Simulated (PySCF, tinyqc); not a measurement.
MP2 on RHF in the sto-6g basis, frozen core, for LiH, spin multiplicity 1, step by step. The lowest restricted solution is unstable here: a spin-polarised one lies 0.0185 hartree lower (PySCF). One step of it, computed by the program tinyqc.

Question. Iteration 1: building the Fock matrix. J_ij = sum D_kl (ij|kl), K_ij = sum D_kl (ik|jl); F = H + J - 0.5 K; E = tr D H + tr D J / 2 - 0.25 tr D K + E_nn.

D at the start:
```
,1Li 1s,1Li 2s,1Li 2px,1Li 2py,1Li 2pz,2H 1s
1Li 1s,1.977445,0.021934,0.000000,0.000000,-0.090662,-0.123165
1Li 2s,0.021934,0.188465,0.000000,0.000000,0.308268,0.373301
1Li 2px,0.000000,0.000000,0.000000,0.000000,0.000000,0.000000
1Li 2py,0.000000,0.000000,0.000000,0.000000,0.000000,0.000000
1Li 2pz,-0.090662,0.308268,0.000000,0.000000,0.512333,0.621274
2H 1s,-0.123165,0.373301,0.000000,0.000000,0.621274,0.753469
```

core Hamiltonian H = T + V (hartree):
```
,1Li 1s,1Li 2s,1Li 2px,1Li 2py,1Li 2pz,2H 1s
1Li 1s,-4.670801,-0.991042,0.000000,0.000000,-0.007560,-0.049925
1Li 2s,-0.991042,-1.308406,0.000000,0.000000,-0.077689,-0.316728
1Li 2px,0.000000,0.000000,-1.076029,0.000000,0.000000,0.000000
1Li 2py,0.000000,0.000000,0.000000,-1.076029,0.000000,0.000000
1Li 2pz,-0.007560,-0.077689,0.000000,0.000000,-1.132558,-0.446415
2H 1s,-0.049925,-0.316728,0.000000,0.000000,-0.446415,-1.132178
```

Two-electron integrals (ij|kl) in chemists' order, unique and non-zero (hartree):
```
i,j,k,l,(ij|kl)
1,1,1,1,1.681247
2,1,1,1,0.242603
2,1,2,1,0.044507
2,2,1,1,0.397190
2,2,2,1,0.090279
2,2,2,2,0.290625
3,1,3,1,0.009437
3,2,3,1,0.014261
3,2,3,2,0.064236
3,3,1,1,0.397190
3,3,2,1,0.090279
3,3,2,2,0.290625
3,3,3,3,0.313125
4,1,4,1,0.009437
4,2,4,1,0.014261
4,2,4,2,0.064236
4,3,4,3,0.016875
4,4,1,1,0.397190
4,4,2,1,0.090279
4,4,2,2,0.290625
4,4,3,3,0.279374
4,4,4,4,0.313125
5,1,5,1,0.009437
5,2,5,1,0.014261
5,2,5,2,0.064236
5,3,5,3,0.016875
5,4,5,4,0.016875
5,5,1,1,0.397190
5,5,2,1,0.090279
5,5,2,2,0.290625
5,5,3,3,0.279374
5,5,4,4,0.279374
5,5,5,5,0.313125
6,1,1,1,0.011598
6,1,2,1,0.002104
6,1,2,2,0.004393
6,1,3,3,0.004328
6,1,4,4,0.004328
6,1,5,1,0.000283
6,1,5,2,0.000607
6,1,5,5,0.004522
6,1,6,1,0.000111
6,2,1,1,0.060744
6,2,2,1,0.014168
6,2,2,2,0.053070
6,2,3,3,0.049979
6,2,4,4,0.049979
6,2,5,1,0.002196
6,2,5,2,0.016561
6,2,5,5,0.059252
6,2,6,1,0.000835
6,2,6,2,0.020986
6,3,3,1,0.000776
6,3,3,2,0.004405
6,3,5,3,0.002023
6,3,6,3,0.000955
6,4,4,1,0.000776
6,4,4,2,0.004405
6,4,5,4,0.002023
6,4,6,4,0.000955
6,5,1,1,0.084721
6,5,2,1,0.019865
6,5,2,2,0.076135
6,5,3,3,0.070982
6,5,4,4,0.070982
6,5,5,1,0.003426
6,5,5,2,0.025888
6,5,5,5,0.086443
6,5,6,1,0.001198
6,5,6,2,0.032295
6,5,6,5,0.049947
6,6,1,1,0.220370
6,6,2,1,0.051936
6,6,2,2,0.212505
6,6,3,3,0.195830
6,6,4,4,0.195830
6,6,5,1,0.007530
6,6,5,2,0.073699
6,6,5,5,0.245857
6,6,6,1,0.003099
6,6,6,2,0.114084
6,6,6,5,0.179828
6,6,6,6,0.774999
```

nuclear repulsion = 0.66119602 hartree

Give: Coulomb J; exchange K; Fock matrix F; total energy of this density.

Answer.

Coulomb J (hartree):
```
,1Li 1s,1Li 2s,1Li 2px,1Li 2py,1Li 2pz,2H 1s
1Li 1s,3.9274,0.6188,0.0000,0.0000,0.0186,0.0309
1Li 2s,0.6188,1.2863,0.0000,0.0000,0.1369,0.3125
1Li 2px,0.0000,0.0000,1.2593,0.0000,0.0000,0.0000
1Li 2py,0.0000,0.0000,0.0000,1.2593,0.0000,0.0000
1Li 2pz,0.0186,0.1369,0.0000,0.0000,1.3404,0.4638
2H 1s,0.0309,0.3125,0.0000,0.0000,0.4638,1.5399
```

exchange K (hartree):
```
,1Li 1s,1Li 2s,1Li 2px,1Li 2py,1Li 2pz,2H 1s
1Li 1s,3.3476,0.5153,0.0000,0.0000,-0.0016,0.0281
1Li 2s,0.5153,0.2522,0.0000,0.0000,0.2090,0.2870
1Li 2px,0.0000,0.0000,0.0464,0.0000,0.0000,0.0000
1Li 2py,0.0000,0.0000,0.0000,0.0464,0.0000,0.0000
1Li 2pz,-0.0016,0.2090,0.0000,0.0000,0.3553,0.4313
2H 1s,0.0281,0.2870,0.0000,0.0000,0.4313,0.9413
```

Fock matrix F (hartree):
```
,1Li 1s,1Li 2s,1Li 2px,1Li 2py,1Li 2pz,2H 1s
1Li 1s,-2.4172,-0.6299,0.0000,0.0000,0.0118,-0.0331
1Li 2s,-0.6299,-0.1482,0.0000,0.0000,-0.0453,-0.1478
1Li 2px,0.0000,0.0000,0.1601,0.0000,0.0000,0.0000
1Li 2py,0.0000,0.0000,0.0000,0.1601,0.0000,0.0000
1Li 2pz,0.0118,-0.0453,0.0000,0.0000,0.0301,-0.1983
2H 1s,-0.0331,-0.1478,0.0000,0.0000,-0.1983,-0.0629
```

total energy of this density = -7.854361 hartree
